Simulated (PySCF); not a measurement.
One molecule, many functionals

Disulfane, H₂S₂.
SMILES: `SS`

Linear-response calculations in the def2-SVPD basis (PySCF; singlets by full response, triplets Tamm–Dancoff, core orbitals frozen in the response; HF means time-dependent Hartree–Fock). 'Strongest' is the level of largest summed f among the singlets computed (10 roots, of which the last may lack a degenerate partner); it can jump between rows when another state enters that window. S1 is the lowest singlet of each run and needn't be the same state throughout; f(S1) is that of one state. Geometry: PBE0-D3(BJ)/def2-SVP; no solvent, vibrations or thermal averaging.

```csv
functional,kind,S1 (eV),f(S1),strongest (eV),T1 (eV),HOMO (eV),gap (eV),"ionisation energy, ΔSCF (eV)"
LDA,LDA,4.34,0.005,7.45,3.77,-6.49,4.02,10.16
PBE,GGA,4.39,0.005,7.43,3.75,-6.41,4.11,9.99
B3LYP,"global hybrid, 20% exact exchange",4.56,0.004,7.69,3.91,-7.40,5.81,10.01
PBE0,"global hybrid, 25% exact exchange",4.66,0.004,7.86,3.94,-7.66,6.29,10.05
BHandHLYP,"global hybrid, 50% exact exchange",4.85,0.003,8.05,4.13,-8.74,8.33,10.09
CAM-B3LYP,range-separated hybrid,4.71,0.003,7.88,4.03,-8.97,8.64,10.13
wB97X-D,range-separated hybrid,4.74,0.003,7.97,4.09,-9.52,9.86,10.16
LC-wPBE,range-separated hybrid,4.92,0.002,8.21,4.15,-10.39,11.15,10.32
HF,Hartree–Fock,5.31,0.002,8.47,4.41,-10.50,11.96,not settled
```

S1 runs from 4.34 eV (LDA) to 5.31 eV (HF), a spread of 0.97 eV, while the orbital gap spreads over 7.9 eV. Along PBE (0%), B3LYP (20%), PBE0 (25%), BHandHLYP (50%), HF (100%) S1 rises with the share of exact exchange. −ε(HOMO) comes closest to its own ΔSCF ionisation energy with LC-wPBE (+0.07 eV) and misses most with LDA (-3.67 eV). 'Not settled' means that the ion's SCF failed to converge or may have ended in another state than the lowest.
